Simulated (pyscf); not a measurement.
`[TeH2]` + `[CH3][Cd][CH3]` → `[CH3][Cd][TeH]` + `[CH4]`, a four-centre exchange (singlet surface; H–Te, C–Cd broken, Cd–Te, C–H formed). Single points on ωB97X-D3(BJ)/def2-SVP structures (PySCF, gas phase). Energies in kcal/mol from the separated reactants.

Small-basis levels: PySCF, no dispersion term, spherical d functions. AM1 to PM7: differences of heats of formation from MOPAC, which are fitted to 298 K values and so differ in kind from electronic energies by zero-point and thermal terms. Cost: rough CPU time at the saddle relative to B3LYP/6-31G*+LANL2DZ, from one job on a shared machine.

```
level                    barrier  reaction energy        cost
-----------------------  -------  ---------------  ----------
HF/6-31G*+LANL2DZ            ___            -50.4         0.1
MP2/6-31G*+LANL2DZ          22.1            -45.5         0.1
BP86/6-31G*+LANL2DZ          9.6            -45.1           1
PBE/6-31G*+LANL2DZ           7.4            -45.8           1
B3LYP/6-311+G**+LANL2DZ      ___            -40.6           2
PBE/def2-SVP                13.5            -37.7           3
PM3                         -7.3            -59.4  under 0.02
ωB97M-D3(BJ)/def2-TZVP       ___            -38.1           –
```

### Question
Complete the blanks.

### Answer

- HF/6-31G*+LANL2DZ, barrier: 33.1
- B3LYP/6-311+G**+LANL2DZ, barrier: 18.7
- ωB97M-D3(BJ)/def2-TZVP, barrier: 20.5

Against the last row the barrier runs from -27.8 (PM3) to +12.6 kcal/mol (HF/6-31G*+LANL2DZ). At PM3 this geometry lies under one side, so the entry may be no barrier of that level: it is a single point on another level's saddle. ωB97M-D3(BJ)/def2-TZVP has limits of its own. On the reactant side the descent ends in an adduct with a Cd–Te contact (not fully relaxed), 5.8 kcal/mol under the separated species and 21.4 kcal/mol under the saddle at ωB97X-D3(BJ)/def2-TZVP. What is counted as formed (Cd–Te) is already present as a longer contact in the reactant adduct; forming that adduct is a step of its own. At ωB97X-D3(BJ)/def2-TZVP the barrier from the zero used here is 15.6 kcal/mol. This is the saddle that the search found; another between the same sides may lie lower. In the def2 sets elements past Kr carry core potentials, without spin-orbit coupling.
